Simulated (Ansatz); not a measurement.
Input for Ansatz (development build ahead of 0.2.0):

```yaml
crystal:
  periodic: [false, false, false]
  atoms:
    - { symbol: F, position_ang: [0.0, -0.41501, -1.28958] }
    - { symbol: H, position_ang: [0.0, 0.49164, -0.86251] }
    - { symbol: F, position_ang: [0.0, 0.41501, 1.28958] }
    - { symbol: H, position_ang: [0.0, -0.49164, 0.86251] }
basis:
  gaussian: { orbitals: def2-TZVP }
hamiltonian:
  xc: hf
correlation:
  method: mp2
  frozen_orbitals: { F: 1, H: 0 }
```

The input is written out in the form of the current development build from the run's settings.

Output:

| Property | Result |
| --- | --- |
| Converged | yes |
| Reference energy | -200.11209 hartree |
| Correlation energy | -0.54448 hartree |
| Total energy | -200.65657 hartree |
| Spin squared of the determinant | 0.000 |
